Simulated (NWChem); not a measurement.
propene (C₃H₆); SMILES C=CC

```xyz
9

C     -0.1667    -1.2338     0.0000
C      0.4532     0.1312     0.0000
C     -0.2193     1.2952     0.0000
H      0.1527    -1.8211    -0.8881
H      0.1527    -1.8211     0.8881
H     -1.2739    -1.1844     0.0000
H      1.5591     0.1614     0.0000
H     -1.3224     1.3216     0.0000
H      0.3041     2.2640     0.0000
```
Atoms are numbered in this order, from 1.

Level: PBE-D3(BJ)/def2-SVP (NWChem), optimised geometry, unscaled harmonic frequencies. 

```csv
frequency (cm⁻¹),IR intensity (km/mol)
205,1.0
412,1.0
570,12.0
892,36.4
902,3.7
917,5.2
990,9.4
1016,1.1
1145,0.6
1268,0.3
1334,1.4
1375,1.1
1399,7.7
1412,12.7
1680,13.9
2957,19.8
3025,12.3
3056,0.9
3066,18.4
3074,15.0
3166,12.0
```

```yaml
zero_point_energy: 48.4 kcal/mol
thermal correction to the enthalpy at 298.15 K (with zero-point energy): 51.6 kcal/mol
heat capacity Cv: 13.5 cal/(mol K)
entropy at 298.15 K and 1 atm (symmetry number 1): 63.5 cal/(mol K)
dipole_moment: 0.44 D
```

Rigid rotor and harmonic oscillator.
